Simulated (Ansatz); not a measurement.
Solid chlorine was calculated with r²SCAN in Ansatz (PAW).

Run with plane-wave cutoff 560 eV, 10×10×4 k mesh (along the axes of the cell as run), Fermi–Dirac smearing 0.01 eV, scalar-relativistic PAW data made under PBE.

Computed at the level's own relaxed cell.

Task: Predict the band gap, volume per atom, bulk modulus and c axis length.

Result: 
- band gap: 2.64 eV (direct)
- volume per atom: 27.94 Å³/atom
- bulk modulus: 6.90 GPa
- c axis length: 8.272 Å

Note: the cell comes from a level without a dispersion term, which matters for the spacing of layers, chains or molecules; the bulk modulus comes from volumes at which shape and atoms were relaxed.

Computed values are for the static lattice.

The result took about 10 core-minutes (a rough figure).

Ansatz is an electronic-structure program.
